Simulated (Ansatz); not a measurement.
Reaction (atomization): `ClCCCCl` → 3 C• + 2 Cl• + 6 H•

Gas-phase electronic energies from Ansatz, PBE0-D4/def2-TZVP geometries. CCSD(T)/CBS adds triple-zeta CCSD(T) − MP2 to the extrapolated MP2 energy (def2 sets, frozen cores). This one scheme is used for every species, atoms too. Functionals use def2-TZVPP. No spin–orbit coupling; open shells (•) take unrestricted orbitals. Spin–orbit coupling would lower the free atoms: a little for C, Cl. Each species was taken in one conformer, which may not be the lowest.

**Question.** What is ΔE at CCSD(T)/CBS? (Best estimate.)

**Answer.** The calculation gave: +4038.4 kJ/mol.

**Question.** What do these levels give: BLYP-D4, r2SCANh-D4, BHLYP-D4, ωB97X-V, ωB97M-V, PBE-QIDH, r2SCANh, r2SCAN0, BHLYP, MP2/def2-TZVPP, CCSD/def2-TZVPP, MP2/CBS(def2)? (Best estimate.)

**Answer.** The calculation gave: BLYP-D4 4004.1, r2SCANh-D4 4034.5, BHLYP-D4 3925.1, ωB97X-V 4046.3, ωB97M-V 4054.1, PBE-QIDH 4043.8, r2SCANh 4028.2, r2SCAN0 4002.4, BHLYP 3898.0, MP2/def2-TZVPP 4006.6, CCSD/def2-TZVPP 3880.4, MP2/CBS(def2) 4104.8 kJ/mol.

Largest T1 diagnostic among the species: 0.009.

In def2-TZVPP, CCSD(T) changes the Hartree–Fock value by +944.5 kJ/mol (the triples alone add +59.8 kJ/mol) and MP2 by +1010.9 kJ/mol; breaking electron pairs costs correlation energy, which Hartree–Fock lacks. From BLYP to BHLYP (50 % exact exchange), in def2-TZVPP and without D4, ΔE moves by −53.7 kJ/mol: exact exchange takes away binding that semilocal exchange gives to molecules.

For atomizations the MP2-based limit and the directly extrapolated one differ by several kJ/mol either way, and by 10 to 25 for some Ge, Se and Sn compounds, so smaller differences from it don't rank the levels.
